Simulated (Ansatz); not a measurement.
This geometry of C$_{3}$H$_{5}$NS (10 atoms, charge 0, multiplicity 1) is a first-order saddle point.

All numbers below come from Ansatz 0.2.0, RKS B3LYP-D4/6-31G*.

```xyz
10
Properties=species:S:1:pos:R:3
C -1.093 -1.004 0.029
C 0.166 -0.369 0.591
N 1.419 -0.294 -0.332
C 0.805 0.767 -0.034
S 0.792 2.475 -0.340
H -1.800 -0.256 -0.348
H -0.837 -1.669 -0.804
H -1.606 -1.597 0.793
H 0.392 -0.574 1.638
H 1.847 2.470 -1.189
```

(1) Which two structures does it join? (They come from a converged band through this point; their orientation in space is the band's.)

(2) How far does it lie above each of them?

Answers

(1) No bond is made or broken. The dihedral H6–C1–C2–N3 goes from -158 to -37°. The two ends are copies of one structure, up to a mirror image or an exchange of like atoms.

Initial state:

```xyz
10
Properties=species:S:1:pos:R:3
C -1.182 -0.895 0.134
C 0.015 -0.154 0.679
N 1.414 -0.448 0.069
C 0.871 0.672 -0.143
S 1.110 2.173 -0.977
H -2.109 -0.346 0.342
H -1.098 -1.030 -0.949
H -1.268 -1.885 0.598
H 0.019 0.012 1.758
H 2.312 1.848 -1.507
```

Final state:

```xyz
10
Properties=species:S:1:pos:R:3
C -1.085 -1.021 0.010
C 0.213 -0.432 0.509
N 1.377 -0.234 -0.501
C 0.788 0.780 -0.032
S 0.763 2.511 -0.116
H -1.317 -0.657 -0.995
H -1.024 -2.115 -0.026
H -1.917 -0.752 0.674
H 0.526 -0.751 1.506
H 1.759 2.620 -1.026
```

(2) 0.064 eV above the first and 0.064 eV above the second. This is the barrier of this one path; another mechanism may lie lower.

The run took 2.4 min on 1 CPU thread of a shared host.
